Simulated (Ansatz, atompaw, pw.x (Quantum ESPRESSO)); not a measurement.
Equation-of-state test of one PAW (atompaw) potential (tungsten (W))

atompaw 4.2.0.5 input, output lines left out:

```
W 74
GGA-PBE scalarrelativistic loggrid 2001 logderivrange -8 5 326
6 6 5 4 0 0
6 1 0
5 2 4
0 0 0
c
c
c
c
v
v
c
c
c
v
v
c
c
v
c
2
2.70 2.20 2.25 1.50
n
n
y
2.65
n
bloechl besselshape
bessel
```

Crystal test: bcc W in pw.x 7.5, no spin, 14³ k-points, Fermi–Dirac smearing 0.01 Ry, cutoffs 45/450 Ry. The reference is all-electron LAPW (Ansatz 0.2.0) with the same functional, mesh and smearing; V0 and B0 come from Birch–Murnaghan fits to the pressures at five volumes. Errors are pseudo minus all-electron; Δ is the rms difference of the E(V) curves that follow from these fits, minima aligned, over ±6 % about the mean V0. Mesh and smearing are coarse, so the numbers serve the comparison and aren't converged zero-temperature values; the lattice is a test structure that the element need not adopt.

```tsv
V (Å³/atom)	P all-electron (GPa)	P pseudo (GPa)
15.323	17.51	20.52
15.727	8.35	10.98
16.130	0.30	2.60
16.533	-6.79	-4.77
16.936	-13.02	-11.24
```

All-electron: a0 = 3.184 Å (V0 = 16.15 Å³/atom), B0 = 300.6 GPa.

Pseudopotential: mean pressure error (GPa): +2.35; a0 (Å): 3.192; a0 error (%): +0.25; B0 error (%): +0.8; Δ (meV/atom): 8.1.

**Question.** At the middle volume, how do free energy and pressure move when the wave cutoff is lowered (ecutrho held at 450 Ry)?

**Answer.**

```json
{"cutoff (Ry)": "20", "shift of F (meV/atom)": "+624.9", "shift of P (GPa)": "-30.51"}
{"cutoff (Ry)": "27", "shift of F (meV/atom)": "+51.8", "shift of P (GPa)": "-3.25"}
{"cutoff (Ry)": "36", "shift of F (meV/atom)": "+2.5", "shift of P (GPa)": "-0.20"}
```

The run at the middle volume (104 k-points, 7 iterations) took about 6.8 s on one core of a shared host (AMD EPYC 9R45 96-Core Processor, 96 threads, 376 GiB, load 16).
